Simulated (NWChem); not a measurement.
System: CH cation, singlet

```xyz
2

C      0.0000     0.0000    -0.1416
H      0.0000     0.0000     0.9988
```
Atoms are numbered in this order, from 1.

Computed with NWChem. Pople sets run with spherical d functions. Low-valent species are run as closed-shell singlets; no triplet was tried in these runs. Geometry: optimised at PBE0-D3(BJ)/def2-TZVP. Static field.

```tsv
level	basis functions	isotropic polarisability (bohr³)	anisotropy (bohr³)
B3LYP/6-31G*	16	7.0	2.2
B3LYP/6-31+G*	20	7.2	2.2
B3LYP/def2-SVP	19	7.2	1.5
B3LYP/def2-SVPD	28	7.8	0.7
B3LYP/def2-TZVP	37	7.5	1.7
B3LYP/aug-cc-pVDZ	32	7.8	1.0
B3LYP/Sadlej pVTZ	33	7.7	1.1
B3LYP/d-aug-cc-pVDZ	45	7.8	1.0
B3LYP/def2-TZVPD	46	7.8	1.1
B3LYP/aug-cc-pVTZ	69	7.9	1.0
```
